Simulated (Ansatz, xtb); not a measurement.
# Relative energy of two isomers of C4H6FN

We compare a, `C=C(F)/C=C\N`, a singlet, with b, `C=C/C(F)=C/N`, a singlet. Both are isolated molecules in the gas phase, relaxed with B3LYP/def2-SVP; the shapes shown needn't be the lowest conformers.

a (Å):

```xyz
12

C    -2.2876   -0.8903    1.8962
C    -1.2271   -0.4969    1.1734
C     0.1766   -0.6117    1.5057
C     1.2365   -0.2174    0.7469
F    -1.4707    0.0973   -0.0331
N     1.2376    0.3235   -0.5065
H    -3.3005   -0.7365    1.5226
H    -2.1425   -1.3678    2.8651
H     0.3964   -1.0675    2.4720
H     2.2383   -0.3726    1.1606
H     2.0785    0.7655   -0.8493
H     0.3589    0.6111   -0.9179
```

b (Å):

```xyz
12

C     0.2498   -0.3392   -1.1640
C     0.4601   -0.2633    0.1627
C    -0.4342    0.3494    1.1159
C    -0.2544    0.4343    2.4546
F    -1.5740    0.8964    0.6066
N    -1.0970    1.0995    3.3205
H     0.9735   -0.8250   -1.8219
H    -0.6484    0.0838   -1.6199
H     1.3696   -0.6918    0.5985
H     0.6496    0.0000    2.8874
H    -1.1261    0.7645    4.2763
H    -2.0088    1.3373    2.9430
```

Task: Which of the two would you expect CCSD(T)/def2-SVP + ΔMP2/def2-TZVPP electronic energies to favour?

Result: Structure a; the calculation gives E(b) − E(a) = +9.1 kJ/mol.

The same difference at several levels:

| level | geometry | E(b) − E(a) (kJ/mol) | departure from the last row (kJ/mol) | job, with rough time for the two |
| --- | --- | --- | --- | --- |
| GFN2-xTB | GFN2-xTB | +13.0 | +3.9 | optimisation, 0.1 s |
| HF/STO-3G | GFN2-xTB | +10.2 | +1.1 | single point, 0.32 s |
| r2SCAN-D4/def2-SVP | GFN2-xTB | +15.8 | +6.7 | single point, 4.7 s |
| B3LYP/def2-SVP | B3LYP/def2-SVP | +15.5 | +6.4 | optimisation, 38 s |
| HF/def2-SVP | B3LYP/def2-SVP | +15.5 | +6.4 | part of the CCSD(T) run |
| MP2/def2-SVP | B3LYP/def2-SVP | +13.8 | +4.7 | part of the CCSD(T) run |
| CCSD(T)/def2-SVP | B3LYP/def2-SVP | +10.9 | +1.7 | single point |
| CCSD(T)/def2-SVP + ΔMP2/def2-TZVPP | B3LYP/def2-SVP | +9.1 |  | single point, 61 s |

As drawn, both hold the same kinds of bond in the same numbers.

None of the levels shown reverses the order. The largest departure from CCSD(T)/def2-SVP + ΔMP2/def2-TZVPP is that of r2SCAN-D4/def2-SVP, 6.7 kJ/mol. The last row adds to CCSD(T) the change of the MP2 difference between the two basis sets, here −1.7 kJ/mol.

With thermal terms from frequencies at re-optimised GFN2-xTB minima (ideal gas, soft modes damped towards free rotors, one conformer each, 298.15 K, 1 atm): the zero-point term adds −0.5 kJ/mol; ΔH is +8.9 and ΔG +8.6 kJ/mol.

The correlated steps freeze 6 core orbitals. Programs: Ansatz 0.2.0, xtb 6.7.1; the last row on 2 threads of Arm Neoverse V2 on a shared host.
